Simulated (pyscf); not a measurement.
## Four-centre exchange: H₃C–Ga(OH)–OH + water (H₂O) -> methane (CH₄) + HO–Ga(OH)–OH

Gas phase, singlet surface, charge 0. Bonds broken: C1–Ga2, O10–H11. Bonds formed: C1–H11, Ga2–O10. Single points on ωB97X-D3(BJ)/def2-SVP structures (PySCF, gas phase).

Transition state (Å):

```xyz
12

C      1.2146     0.9796     0.5845
Ga    -0.8106     0.2140     0.4076
O     -1.0139    -1.2362    -0.6150
O     -1.9042     1.6065     0.1747
H      2.0687     0.9021     1.2797
H      1.0768     2.0438     0.3423
H      1.5430     0.4350    -0.3176
H     -0.5944    -2.0322    -0.2729
H     -2.5828     1.4552    -0.4918
O     -0.4454    -0.1077     2.2924
H      0.4934     0.4834     1.6915
H     -0.9459     0.4396     2.9138
```

One imaginary mode, 1442i cm⁻¹; descent along it reached the two sides named, in the forms told below.

| bond | change | reactant side (Å) | saddle | product side |
|---|---|---|---|---|
| C1–Ga2 | breaks | 1.956 | 2.172 | 2.9 |
| O10–H11 | breaks | 0.966 | 1.262 | 2.7 |
| C1–H11 | forms | 3.2 | 1.411 | 1.100 |
| Ga2–O10 | forms | 2.168 | 1.947 | 1.778 |

Electronic energies relative to the separated reactants (eV):

```json
[
 {"level": "ωB97X-D3(BJ)/def2-TZVP", "barrier": "0.75", "reaction energy": "-0.65", "reverse barrier": "1.40"},
 {"level": "PBE/def2-TZVP", "barrier": "0.66", "reaction energy": "-0.63", "reverse barrier": "1.29"},
 {"level": "r²SCAN/def2-TZVP", "barrier": "0.58", "reaction energy": "-0.71", "reverse barrier": "1.29"},
 {"level": "B3LYP-D3(BJ)/def2-TZVP", "barrier": "0.79", "reaction energy": "-0.68", "reverse barrier": "1.48"},
 {"level": "PBE0-D3(BJ)/def2-TZVP", "barrier": "0.67", "reaction energy": "-0.62", "reverse barrier": "1.29"},
 {"level": "M06-2X/def2-TZVP", "barrier": "0.59", "reaction energy": "-0.75", "reverse barrier": "1.35"},
 {"level": "ωB97M-D3(BJ)/def2-TZVP", "barrier": "0.79", "reaction energy": "-0.65", "reverse barrier": "1.44"},
 {"level": "HF/def2-TZVP", "barrier": "1.35", "reaction energy": "-0.85", "reverse barrier": "2.19"}
]
```

With ωB97M-D3(BJ)/def2-TZVP energies and thermal terms (ideal gas, 1 atm, RRHO with modes under 100 cm⁻¹ raised to 100, one conformer, R ln 2 for rigid chiral ones), in eV:

| T (K) | ΔH‡ | ΔG‡ | ΔH | ΔG |
|---|---|---|---|---|
| 298 | 0.70 | 1.16 | -0.65 | -0.57 |
| 600 | 0.71 | 1.62 | -0.66 | -0.49 |
| 900 | 0.74 | 2.07 | -0.67 | -0.39 |
| 1200 | 0.78 | 2.51 | -0.68 | -0.30 |

On the reactant side the descent ends in an adduct with a Ga–O contact, 0.65 eV under the separated species and 1.40 eV under the saddle at ωB97X-D3(BJ)/def2-TZVP. What is counted as formed (Ga–O) is already present as a longer contact in the reactant adduct; forming that adduct is a step of its own. One saddle was located; it need not be the lowest between these sides. Elements up to Kr have no core potential and no relativistic terms here.
